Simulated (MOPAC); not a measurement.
MOPAC input (AM1):

```
AM1 FORCE THERMO(298,298) PRECISE LET UHF MS=0.5 GEO-OK AUX(PRECISION=9) THREADS=1
C4H9

C     0.00121260 1    0.02804196 1    0.36073375 1
H     0.00594892 1   -0.06386895 1    1.49070917 1
C    -0.00648971 1    1.46269717 1    0.05270525 1
H    -0.94928673 1    1.99767874 1   -0.05744975 1
H     0.93049772 1    2.00630325 1   -0.06468968 1
C     1.24870989 1   -0.65121048 1   -0.17063699 1
H     1.28476871 1   -0.58611029 1   -1.28445696 1
H     2.16388987 1   -0.16369687 1    0.24284124 1
H     1.25487540 1   -1.72868501 1    0.12137651 1
C    -1.24396985 1   -0.66267231 1   -0.16123112 1
H    -1.28900762 1   -0.59786774 1   -1.27475065 1
H    -1.23798563 1   -1.74016359 1    0.13081163 1
H    -2.16037294 1   -0.18350998 1    0.25922904 1
```

Q: Which zero-point energy does it print?

A: 73.85 kcal/mol, from the harmonic wavenumbers of AM1.
